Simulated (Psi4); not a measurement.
# HCl (hydrogen chloride): CCSD/CBS (density fitting, extrapolation ccsd/jun-cc-pv[dt]z)

Aim: the energy change on altering one bond length of HCl (hydrogen chloride) at CCSD/CBS (density fitting, extrapolation ccsd/jun-cc-pv[dt]z), from 2 runs. The job is set up through a Python script.

Program for the calculation: Psi4 1.11.

10 further runs of the same task are left out: 4 that didn't finish, 6 set aside as unsound or not needed.

**1. The structure to begin with**

HCl: 2 atoms, total charge 0, spin state singlet. SMILES: `Cl`. Geometry: relaxed at PBE0-D4/def2-TZVP.

Bond lengths: Cl1–H2 1.279 Å.

**2. A single-point energy at CCSD/CBS (density fitting, extrapolation ccsd/jun-cc-pv[dt]z)**

The input, clh.xyz:

```xyz
2
ClH
Cl     0.546000    -0.178500     0.280800
H     -0.546000     0.178500    -0.280800
```

The input, job.py:

```python
import psi4

psi4.set_memory(1600000000)
psi4.set_num_threads(1)
psi4.set_output_file('clh.out', False)

with open('clh.xyz') as f:
    atoms = ''.join(f.readlines()[2:])
molecule = psi4.geometry('0 1\n' + atoms + 'symmetry c1\nno_reorient\nno_com')

psi4.set_options({
    'reference': 'rhf',
    'freeze_core': True,
})

energy_value, wavefunction = psi4.energy("ccsd/jun-cc-pv[dt]z", molecule=molecule, return_wfn=True)
print(f'total energy {energy_value:.8f} hartree = {energy_value * 27.211386:.5f} eV')
for k, v in sorted(psi4.core.scalar_variables().items()):
    print(f'{k:45s} {v:18.10f}')
```

Command:

```
$ python job.py
```

clh.out:

```text
[...]
  Running in c1 symmetry.
[...]
  Nuclear repulsion =    7.034776949773978
[...]
  Multiplicity = 1
[...]
  Nalpha       = 9
  Nbeta        = 9
[...]
    Number of basis functions: 57
[...]
   @RHF iter   1:  -460.08647554466262   -1.62167e-01   3.11330e-03 ADIIS/DIIS
[...]
      * MP2 total energy                      = -460.311597651229590
[...]
      * CCSD total energy                     = -460.331515944537841
[...]
   @RHF iter   9:  -460.09166577983120   -1.81899e-12   4.14815e-09 DIIS
[...]
    Orbital Energies [Eh]
    ---------------------
    Doubly Occupied:
       1A   -104.850495     2A    -10.576576     3A     -8.044448
       4A     -8.040826     5A     -8.040826     6A     -1.119331
       7A     -0.625982     8A     -0.477171     9A     -0.477171
[...]
  @RHF Final Energy:  -460.09166577983120
   => Energetics <=
    Nuclear Repulsion Energy =              7.0347769497739776
    One-Electron Energy =                -649.7472330207256164
    Two-Electron Energy =                 182.6207902911204144
    Total Energy =                       -460.0916657798311462
[...]
 Multipole Moments:
 ------------------------------------------------------------------------------------
     Multipole            Electronic (a.u.)      Nuclear  (a.u.)        Total (a.u.)
 ------------------------------------------------------------------------------------
 L = 1.  Multiply by 2.5417464519 to convert [e a0] to [Debye]
 Dipole X            :        -16.9919422           16.5086474           -0.4832948
 Dipole Y            :          5.5550580           -5.3970578            0.1580002
 Dipole Z            :         -8.7387131            8.4901615           -0.2485516
 Magnitude           :                                                    0.5659645
[...]
      * MP2 total energy                      = -460.239116290485072
[...]
      * CCSD total energy                     = -460.255544515783470
[...]
```

The script printed:

```text
total energy -460.35686217 hartree = -12526.94827 eV
CBS CORRELATION ENERGY                             -0.2494222489
CBS NUMBER                                          2.0000000000
CBS REFERENCE ENERGY                             -460.1074399217
CBS TOTAL ENERGY                                 -460.3568621706
CURRENT CORRELATION ENERGY                         -0.2494222489
CURRENT ENERGY                                   -460.3568621706
CURRENT REFERENCE ENERGY                         -460.1074399217
NUCLEAR REPULSION ENERGY                            7.0347769498
```

Run time: 15 s. Hardware: 1 thread of Intel Xeon Platinum 8259CL at 2.50GHz (Skylake/Cascade Lake), shared host; peak memory 0.4 GiB.

**3. The distorted shape, same level**

The input, calc.py:

```python
import psi4

psi4.set_memory(1600000000)
psi4.set_num_threads(1)
psi4.core.set_output_file('clh.out', False)

molecule = psi4.geometry("""
0 1
Cl     2.47622341    -0.80953411     1.27348644
H     -1.03179046     0.33731611    -0.53063510
units au
symmetry c1
no_reorient
no_com
""")

psi4.set_options({
    'reference': 'rhf',
    'freeze_core': True,
})

energy_value = psi4.energy("ccsd/jun-cc-pv[dt]z")
print('E =', round(energy_value, 9))
```

Command:

```
$ python calc.py
```

clh.out:

```text
[...]
  Running in c1 symmetry.
[...]
  Nuclear repulsion =    4.138191114755865
[...]
  Multiplicity = 1
[...]
  Nalpha       = 9
  Nbeta        = 9
[...]
    Number of basis functions: 57
[...]
   @RHF iter   1:  -459.87425047245426   -3.32881e-01   4.67876e-03 ADIIS/DIIS
[...]
      * MP2 total energy                      = -460.177490277223171
[...]
      * CCSD total energy                     = -460.206356801731260
[...]
   @RHF iter  10:  -459.94185013573696   -4.54747e-13   2.96358e-09 DIIS
[...]
    Orbital Energies [Eh]
    ---------------------
    Doubly Occupied:
       1A   -104.865381     2A    -10.583342     3A     -8.050623
       4A     -8.047143     5A     -8.047143     6A     -1.051750
       7A     -0.468758     8A     -0.462570     9A     -0.462570
[...]
  @RHF Final Energy:  -459.94185013573696
   => Energetics <=
    Nuclear Repulsion Energy =              4.1381911147558652
    One-Electron Energy =                -644.0815234601723205
    Two-Electron Energy =                 180.0014822096795513
    Total Energy =                       -459.9418501357368996
[...]
 Multipole Moments:
 ------------------------------------------------------------------------------------
     Multipole            Electronic (a.u.)      Nuclear  (a.u.)        Total (a.u.)
 ------------------------------------------------------------------------------------
 L = 1.  Multiply by 2.5417464519 to convert [e a0] to [Debye]
 Dipole X            :        -41.9039062           41.0640075           -0.8398987
 Dipole Y            :         13.6993459          -13.4247638            0.2745821
 Dipole Z            :        -21.5505823           21.1186344           -0.4319479
 Magnitude           :                                                    0.9835671
[...]
      * MP2 total energy                      = -460.106953808928381
[...]
      * CCSD total energy                     = -460.135239997146130
[...]
```

On the terminal:

```text
E = -460.230398691
```

It took 15 s on 1 thread of Intel Xeon Platinum 8259CL at 2.50GHz (Skylake/Cascade Lake), shared host; peak memory 0.4 GiB.

**4. What came out**

At CCSD/CBS (density fitting, extrapolation ccsd/jun-cc-pv[dt]z):

```
                                                          quantity          value
                                         first shape: total energy  -460.35686 Eh
                                   first shape: correlation energy     -249.4 mEh
                                     distorted shape: total energy  -460.23040 Eh
                               distorted shape: correlation energy     -274.5 mEh
energy change with the Cl1–H2 bond stretched from 1.279 to 2.174 Å       3.441 eV
```

What this shows: One bond (distorted shape) is far stretched, which a spin-restricted single reference describes badly; a broken-symmetry solution may lie lower. With the Cl1–H2 bond stretched from 1.279 to 2.174 Å the energy rises by 3.44 eV (79 kcal/mol). The first shape isn't relaxed at this level, so the change isn't measured from a minimum. A restricted reference can't describe the breaking bond well at this length.
